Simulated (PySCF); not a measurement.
# C4H8F2 (CH3CH2CH2CHF2): the cost of one run

Computed with PySCF 2.14.0, with density-fitted response routines of our own, on a single molecule in the gas phase. Atoms are numbered from 0 throughout.

## Step 1: The starting structure

14 atoms, charge 0, multiplicity 1; geometry from: MMFF94s.

Bonds of the start (Å): C0–C1 1.52, C1–C2 1.53, C2–C3 1.52, C3–F4 1.36, C3–F5 1.36, C0–H6 1.09, C0–H7 1.09, C0–H8 1.09, C1–H9 1.10, C1–H10 1.10, C2–H11 1.10, C2–H12 1.10, C3–H13 1.09.

## Step 2: Relaxing the molecule at PBE0-D3(BJ)/def2-SVP

Job settings and geometry (Å):

```
{"job": {"xc": "PBE0", "basis": "def2-SVP", "d3": "d3bj", "grid": 1, "kind": "geom"}, "charge": 0, "multiplicity": 1}
C      1.848303     0.394344    -0.341485
C      0.442001     0.643362     0.179875
C     -0.403249    -0.627227     0.137392
C     -1.806042    -0.385318     0.658833
F     -2.452445     0.493186    -0.146715
F     -2.507849    -1.545417     0.610227
H      2.436246     1.316648    -0.301444
H      2.361685    -0.362179     0.260565
H      1.826346     0.050285    -1.380471
H     -0.030835     1.427502    -0.422763
H      0.500961     1.016654     1.208907
H      0.069964    -1.421156     0.726622
H     -0.465143    -0.993749    -0.894181
H     -1.819943    -0.006935     1.684726
```

Started as:

```
OMP_NUM_THREADS=1 python probes_run.py task.json out
```

The driver reads the jobs from task.json and runs them one after another.

Q: Estimate the wall time and peak memory of this first job on 1 thread of Intel Xeon Platinum 8488C, shared host.

About 21 s, with a peak of 0.51 GiB.
